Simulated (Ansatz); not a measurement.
fcc Ni, treated with rVV10 (PAW; Ansatz, an electronic-structure program).

Run with plane-wave cutoff 500 eV, 36×36×36 k mesh, Fermi–Dirac smearing 0.1 eV, spin-polarised with parallel moments, scalar-relativistic PAW data made under PBE.

Computed at the level's own relaxed cell.

Question: Predict the equilibrium volume per atom, lattice constant a and magnetic moment per atom (the cell's total over its atoms).

Answer: 
equilibrium volume per atom: 11.08 Å³/atom
lattice constant a: 3.539 Å
magnetic moment per atom (the cell's total over its atoms): 0.62 μB

Measured, for comparison: equilibrium volume per atom 10.79 Å³/atom, lattice constant a 3.508 Å (static lattice: zero-point anharmonic expansion removed; as tabulated in Mejia-Rodriguez and Trickey (2018), arXiv:1807.09216). Computed (rounded) less measured: equilibrium volume per atom +2.7 %, lattice constant a +0.9 %.

Moments are spin moments.

Computed values are for the static lattice.

Computing time: roughly 4 core-minutes.
